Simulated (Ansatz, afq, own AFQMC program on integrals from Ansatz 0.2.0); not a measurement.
## Atomization energy of Al2H, quartet

```xyz
3

Al    0.0000    0.0000    0.2591
Al    0.0000    0.0000   -2.1014
H     0.0000    0.0000    1.8423
```

Connectivity, by distances: AlH–Al.

Atoms in their ground-state spins without spin–orbit coupling (mostly on UHF) minus the molecule (UHF), without zero-point energy. The geometry is a stationary point, not shown to be a minimum.

Basis cc-pVDZ. Only valence electrons are correlated. AFQMC by an in-house program on the Cholesky factors that Ansatz 0.2.0 writes for its CCSD(T) run. The CISD trial takes its coefficients from CCSD amplitudes. Released means that phaseless walkers are propagated on without the constraint, phases kept. Free projection: walkers drawn from exp(T), propagated without any constraint. Its projection time is finite, and what remains of the start isn't in its error. Error bars are statistical, one sigma. The errors of all members are added in quadrature.

No full CI on the walks' own integrals is used here; CCSDT(Q) serves as the reference and is uncertain by about the last step of the cluster series. Each member takes its own surest rung, up to full CI.

The best estimate is CCSD(T) at the basis-set limit (CBS: def2-TZVPP and def2-QZVPP, with their diffuse functions for anions and beside diffuse sets, CCSD(T) itself extrapolated) plus the step from CCSD(T) to CCSDT(Q) in cc-pVDZ. Rows without CBS are in cc-pVDZ, the functionals in def2-TZVP; B2PLYP and the wave-function rows carry a basis error of their own. Core correlation and relativity beyond core potentials are missing, and ± holds the sampling alone.

Cautions: Al₂H (quartet): another spin lies lower.

Question: Estimate: order these levels by their error in the atomization energy against the best estimate, smallest first.
A. r2SCAN
B. MP2
C. HF/CBS
D. wB97M-V

Answer: D (0.333 eV), A (0.400 eV), B (0.490 eV), C (1.000 eV).

Best estimate: 3.686 eV.

Best estimates are given only where the step beyond CCSD(T) is under 0.3 eV and no member's determinant is very poor (T1 over 0.05, or 0.07 for open shells, ⟨S²⟩ too high by 0.3, two states mixed), so the hardest cases are missing from such tables.

The functionals ran in a triple-zeta set and keep a basis error of their own, a few kJ/mol for each bond in atomization energies and more for double hybrids, so close places among them and the extrapolated levels can swap.

Each member of a difference takes its own highest rung, so a best estimate needn't equal the limit plus the step of one row. A walk keeps the symmetry of its determinant, which the program's search chose and which needn't be the lowest solution, so a lower state of the same spin and another symmetry isn't excluded.
